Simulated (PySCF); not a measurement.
hydrogen fluoride (FH), SMILES F. Geometry: PBE-D3(BJ)/def2-TZVPD.

Calculation: PBE-D3(BJ)/def2-TZVPD run with PySCF.

Harmonic wavenumbers (cm⁻¹): 3962. Rotational constants (GHz): 605.9 (linear); symmetry number 1.

**Question.** Work out the zero-point energy and the ideal-gas rigid-rotor harmonic-oscillator thermochemistry at 298.15 K and 1 atm.

**Answer.** ZPE = ½ Σ hcν = ½ × 3962 cm⁻¹ = 5.66 kcal/mol. H − E(el) = 7.74 kcal/mol. Entropy in cal/(mol K): translation 34.92, rotation 6.61, vibration 0.00, total 41.53. G − E(el) = -4.65 kcal/mol. Cp = 6.96 cal/(mol K).
